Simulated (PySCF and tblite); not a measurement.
Results of a calculation; reference values are marked as such.
System: C₅H₉ (charge +1), numbered as in [CH+:1]1[CH2:2][CH2:3][CH2:4][CH2:5]1.

Motion: shift of H on C2 from C2 to C1. GFN2-xTB gives an electronic barrier of 6.8 kcal/mol.

The ion is treated without a counter-ion.

What does PBE0/pcSseg-1 + D3(BJ) give on PBE0-D3(BJ)/def2-SVP geometries?

A barrier of 2.0 kcal/mol, 4.8 below the tight-binding barrier (from unrounded values) and, with GFN2-xTB thermal terms, ΔG‡(298 K) = 1.5 kcal/mol and k = 1×10¹² s⁻¹ (2 equivalent paths).

And the level of the geometries itself, PBE0-D3(BJ)/def2-SVP?

1.7 kcal/mol.

Programs: tblite and PySCF.
